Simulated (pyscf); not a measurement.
7 gas-phase steps of one pattern: addition across a multiple bond or ene-type step on the singlet surface, H–H broken and As–H + Ge–H or As–H + H–Si or Ge–H + H–P or H–N + H–Si or H–P + H–Si or H–Sb + H–Si formed. Single points on ωB97X-D3(BJ)/def2-SVP structures (PySCF, gas phase). Electronic energies in kcal/mol, from the separated reactants; ΔE‡ at ωB97M-D3(BJ)/def2-TZVP, beside the barrier at PBE/def2-TZVP on the same structures. Rows were drawn at random from the steps of this pattern with a verified saddle, stable references and no exit in the data more than 5 kcal/mol lower.

| row | step | ΔE‡(PBE) | ΔE‡ |
|---|---|---|---|
| 1 | HN=Si(Cl)–Cl + H₂ -> H₂N–SiH(Cl)–Cl | 13.8 | 16.5 |
| 2 | HN=Si(NH₂)–NH₂ + H₂ → H₂N–SiH(NH₂)–NH₂ | 14.1 | ? |
| 3 | H₂Si=PH + H₂ → H₃Si–PH₂ | 23.5 | 28.1 |
| 4 | HP=GeH₂ + H₂ → H₂P–GeH₃ | 31.8 | 35.8 |
| 5 | H₂Si=AsH + H₂ → H₃Si–AsH₂ | 23.6 | 27.5 |
| 6 | H₂Si=SbH + H₂ -> H₃Si–SbH₂ | 23.1 | 26.4 |
| 7 | H₂Ge=AsH + H₂ → H₃Ge–AsH₂ | 31.7 | 35.1 |

Fit ΔE‡ = a + b·ΔE‡(PBE) to the other rows and predict row 2.

Over the 6 complete rows the means are +24.6 (ΔE‡(PBE)) and 28.2 (ΔE‡); least squares gives b = 1.05 and a = 2.4 kcal/mol, with residuals of 0.5 kcal/mol (root mean square; largest 1.0, row 3). For row 2: 2.4 + 1.05 × (+14.1) = 17.2 kcal/mol. The computed barrier is 17.8 kcal/mol, 0.6 over the line. The line follows the complete rows closely. Each barrier is that of the saddle found. Elements up to Kr have no core potential and no relativistic terms here. Elements past Kr carry the def2 core potentials, without spin-orbit coupling.
